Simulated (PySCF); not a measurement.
Threshold energies of SH in a plasma

CCSD(T) extrapolated to the basis-set limit (PySCF; SH CCSD(T)/CBS(TQ)+CV+SR, SH⁺ CCSD(T)/CBS(TQ)+CV+SR, SH⁻ CCSD(T)/CBS(TQ)+CV+SR; CV core-valence, SR scalar-relativistic term); no spin–orbit coupling.

```json
{"species": "SH", "state (unpaired electrons)": "doublet (π ↑)", "Re (Å)": "1.341", "ωe (cm⁻¹)": "2703", "energy of the minimum from the neutral (eV)": "0.00", "De (eV)": "3.80", "dissociates to": "H + S"}
{"species": "SH⁺", "state (unpaired electrons)": "triplet (π ↑↑)", "Re (Å)": "1.363", "ωe (cm⁻¹)": "2556", "energy of the minimum from the neutral (eV)": "10.41", "De (eV)": "3.73", "dissociates to": "H + S⁺"}
{"species": "SH⁻", "state (unpaired electrons)": "singlet (closed shell)", "Re (Å)": "1.344", "ωe (cm⁻¹)": "2654", "energy of the minimum from the neutral (eV)": "-2.35", "De (eV)": "4.06", "dissociates to": "H + S⁻"}
```

Task: Work out the lowest energy to break SH into atoms, from its vibrational ground state.

Result: D0 = De − ωe/2 = 3.80 − 0.17 = 3.63 eV (composite CCSD(T)).

Task: Work out the ionisation energy of the S atom at this level and the threshold of dissociative ionisation.

Result: IE(S) = 10.41 + 3.73 − 3.80 = 10.34 eV, so H + S⁺ + e⁻ appears at D0 + IE(S) = 13.97 eV (composite CCSD(T)). The measured IE(S) is 10.36 eV (NIST ASD).

Task: Work out the electron affinity of the S atom and the threshold of dissociative attachment.

Result: EA(S) = 3.80 − 4.06 − (-2.35) = 2.09 eV, so H + S⁻ needs D0 − EA(S) = 1.54 eV (composite CCSD(T)). The measured EA(S) is 2.077 eV.

These are thermodynamic thresholds; the onsets seen under electron impact lie higher where the geometry changes, and cross-sections peak well above them.

For an ion De counts to the pair picked by the measured ionisation energies or electron affinities, which need not be the lowest pair at this level. Where the molecule has an RHF reference, its open-shell atoms are computed with UHF. States were picked by a PBE0 search and need not be the measured ground states.
